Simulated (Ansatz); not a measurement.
# AlH3 (triplet): from Hartree-Fock to the top rungs at distance Al1–H2 = 1.413 Å, cc-pVDZ

Aim: climb from Hartree-Fock through coupled cluster and multireference methods for AlH3 (triplet) at one geometry and basis, and see what each rung misses.

The runs use Ansatz 0.2.0, Gaussian basis; cc-pVDZ, core rule «outside noble gas», up to 5 orbitals frozen.

The runs, in order: UHF; CCSD(T) on ROHF; CCSD(T) on UHF; BCCD(T) on ROHF; CISD; CCSDT(Q) on ROHF; CCSDT(Q) on UHF; CASSCF and MRCISD+Q, 4 electrons in 4 orbitals; CASSCF and NEVPT2, 4 electrons in 4 orbitals; CASSCF and MRCISD+Q, 6 electrons in 7 orbitals; CASSCF and NEVPT2, 6 electrons in 7 orbitals; Full CI.

16 further runs of the same task are left out: 12 that didn't finish, 4 set aside as unsound or not needed.

### 1 The system

The geometry derives from a PBE0/def2-TZVP stationary point (not a proven minimum). One bond is set to the value named and the two fragments are kept rigid.

4 atoms, charge 0, spin multiplicity 3.

Atoms are counted from 1 here; the program's logs count them from 0.

Bond lengths: Al1–H2 1.413 Å, H3–H4 0.841 Å.

### 2 UHF

in.yaml reads:

```yaml
crystal:
  periodic: [false, false, false]
  atoms:
    - {symbol: Al, position_ang: [0.000000, 0.069014, -0.098090]}
    - {symbol: H, position_ang: [0.000000, -1.217098, -0.683311]}
    - {symbol: H, position_ang: [0.420650, -0.315172, 1.654534]}
    - {symbol: H, position_ang: [-0.420650, -0.315172, 1.654534]}
basis:
  gaussian: {orbitals: cc-pVDZ}
magnetization: {spin_polarized: true, initial_magnetization: 2}
hamiltonian: {xc: hf}
output: {orbitals: {seedname: orbitals}}
```

Started as:

```
> ansatz run in.yaml --threads 1 --pin off --events-out ev --progress --plain --max-ram 2393MiB
```

Further steps of the session: CCSD(T) on ROHF; CCSD(T) on UHF; BCCD(T) on ROHF; CISD; CCSDT(Q) on ROHF; CCSDT(Q) on UHF; CASSCF and MRCISD+Q, 4 electrons in 4 orbitals; CASSCF and NEVPT2, 4 electrons in 4 orbitals; CASSCF and MRCISD+Q, 6 electrons in 7 orbitals; CASSCF and NEVPT2, 6 electrons in 7 orbitals; Full CI.

Before running them: what should the planned runs give, taken together? Wanted: FCI below the RHF energy; RMP2 from FCI; UMP2 from FCI; RCCSD from FCI; RCCSD(T) from FCI; UCCSD(T) from FCI; RCCSDT(Q) from FCI; UCCSDT(Q) from FCI; NEVPT2 pair from FCI.

As calculated:

| quantity | value |
| --- | --- |
| FCI below the RHF energy | -2.5534 eV |
| RMP2 from FCI | +649.9 meV |
| UMP2 from FCI | +646.8 meV |
| RCCSD from FCI | +55.1 meV |
| RCCSD(T) from FCI | +14.8 meV |
| UCCSD(T) from FCI | +14.4 meV |
| RCCSDT(Q) from FCI | +0.2 meV |
| UCCSDT(Q) from FCI | -0.2 meV |
| NEVPT2 pair from FCI | +648.9 meV |
| NEVPT2 valence from FCI | +521.7 meV |
| MRCISD+Q valence from FCI | +13.7 meV |
| levels within 1 kcal/mol (43 meV) | RCCSD(T), UCCSD(T), BCCD(T), RCCSDT, UCCSDT, RCCSDT(Q), UCCSDT(Q), MRCISD+Q valence |
| T1 diagnostic | 0.018 |
| effectively unpaired electrons | 2.02 |

What this shows: RCCSD(T) lands +14.8 meV from the yardstick (0.6 % of the correlation energy). One determinant dominates. Of the multireference levels listed MRCISD+Q valence comes nearest in total energy (+13.7 meV), which doesn't show that its space is the better one. These misses are within one basis, not against nature; the frozen cores of restricted and unrestricted runs differ, which can shift their rows.
